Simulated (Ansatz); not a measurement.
A nudged elastic band was laid between two geometries of CH4BCl + H2 (9 atoms, charge 0, multiplicity 1).

These are results of Ansatz, RKS PBE0/def2-SVP, not measurements.

| Property | Result |
| --- | --- |
| movable images | 5 |
| climbing image | yes |
| spring | 5.0 eV/Å² |
| optimiser | quadratic models (default) |
| start path | through a guess of the saddle point |
| force threshold | 0.03 eV/Å |
| iteration limit | 60 |
| end points | relaxed |

Initial state:

```xyz
9
Properties=species:S:1:pos:R:3
B 0.169 -0.694 -0.024
Cl 0.012 -0.316 1.687
C 1.485 -0.420 -0.803
H 1.771 -1.308 -1.393
H 1.273 0.367 -1.552
H 2.333 -0.095 -0.183
H -0.814 -1.157 -0.549
H -0.349 3.511 1.152
H -0.277 2.782 1.360
```

Final state:

```xyz
9
Properties=species:S:1:pos:R:3
B 0.053 0.469 -0.421
Cl 0.077 0.234 2.276
C 1.439 -0.141 -0.806
H 1.538 -1.220 -0.613
H 1.489 -0.019 -1.908
H 2.308 0.393 -0.397
H -0.962 -0.187 -0.503
H -0.067 1.670 -0.279
H -0.274 1.470 2.346
```

(1) What changes between the two ends?

(2) Give the energies along the band, and the barrier.

(3) What is the geometry of the highest image?

(4) What are the harmonic wavenumbers there?

Results:

(1) Bonds broken: B1–Cl2, H8–H9. Bonds formed: B1–H8, Cl2–H9. CH4BCl + H2 becomes CH5B + ClH.

(2) The forces met the threshold. The highest image is number 4 of 0 to 6, 1.05 eV above the first end and 0.22 eV above the last; the last end lies 0.83 eV above the first. A vibrational analysis at the climbing image gives one clearly imaginary mode, 560i cm⁻¹: a first-order saddle point. The orbitals stay closed-shell, which can raise the energy where a bond breaks towards radicals; this wasn't checked here.

```csv
image,path coordinate (Å),energy (eV),B1–Cl2 (Å),H8–H9 (Å),B1–H8 (Å)
0,0.00,0.00,1.76,0.76,4.40
1,1.00,0.00,1.76,0.76,3.71
2,2.01,0.02,1.76,0.76,2.88
3,3.01,0.23,1.80,0.77,2.00
4,4.01,1.05,2.20,1.16,1.28
5,4.79,0.85,2.81,1.83,1.22
6,5.56,0.83,2.71,2.64,1.21
```

(3) 
```xyz
9
Properties=species:S:1:pos:R:3
B 0.026 0.357 -0.067
Cl 0.129 0.098 2.113
C 1.411 -0.037 -0.685
H 1.582 -1.123 -0.626
H 1.396 0.227 -1.757
H 2.269 0.477 -0.228
H -1.030 -0.157 -0.331
H -0.138 1.616 0.097
H -0.043 1.213 1.179
```

(4) 560i, 197, 223, 526, 616, 764, 817, 958, 1012, 1034, 1162, 1325, 1355, 1427, 1443, 1640, 2268, 2667, 3051, 3139, 3168 cm⁻¹.

Run time: 2.9 min on 1 thread of Arm Neoverse V2, with other jobs on the host, peak memory 0.16 GiB.
